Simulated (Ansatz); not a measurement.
# CH2B+ (triplet): wave-function methods side by side, def2-TZVPP

The task here is to estimate one member of a computed series from the others.

Computed with Ansatz 0.2.0, Gaussian basis. Level: def2-TZVPP, core rule «outside noble gas», up to 2 orbitals frozen.

To be run: UHF; ROHF; CCSD(T) on UHF.

2 further runs of the same task are left out: 2 set aside as unsound or not needed.

### The system

The geometry is a PBE0/def2-TZVP stationary point (not a proven minimum) of the parent state, kept for this charge and spin.

4 atoms, charge 1, spin multiplicity 3.

Atoms are counted from 1 here; the program's logs count them from 0.

Bond lengths: B1–C2 1.350 Å, B1–H3 1.172 Å, C2–H4 1.070 Å. Angles: C2–B1–H3 180.0°, B1–C2–H4 180.0°.

Set-up of the first run:

File in.yaml:

```yaml
crystal:
  periodic: [false, false, false]
  atoms:
    - {symbol: B, position_ang: [0.000000, 0.000000, 0.649311]}
    - {symbol: C, position_ang: [0.000000, 0.000000, -0.700735]}
    - {symbol: H, position_ang: [0.000000, 0.000000, 1.821771]}
    - {symbol: H, position_ang: [0.000000, 0.000000, -1.770347]}
basis:
  gaussian: {orbitals: def2-TZVPP}
total_charge: 1
magnetization: {spin_polarized: true, initial_magnetization: 2}
hamiltonian: {xc: hf}
output: {orbitals: {seedname: orbitals}}
```

Run with:

```
$ ansatz run in.yaml --threads 1 --pin off --events-out ev --progress --plain --max-ram 3968MiB --backend cpu
```

Steps of the session up to this table: UHF; ROHF; CCSD(T) on UHF.

One of the session's tables, all rows but one given; the rest of the session is left out.

| method | from UCCSD(T) (meV) |
| --- | --- |
| ROHF | ? |
| UHF | +5396.6 |
| UMP2 | +903.8 |
| UCCSD | +152.9 |
| UCCSD(T) | 0 |

**Question.** Estimate the row for ROHF.

**Answer.** from UCCSD(T) (meV): +5544.0. In the column «from UCCSD(T) (meV)» it is the highest.
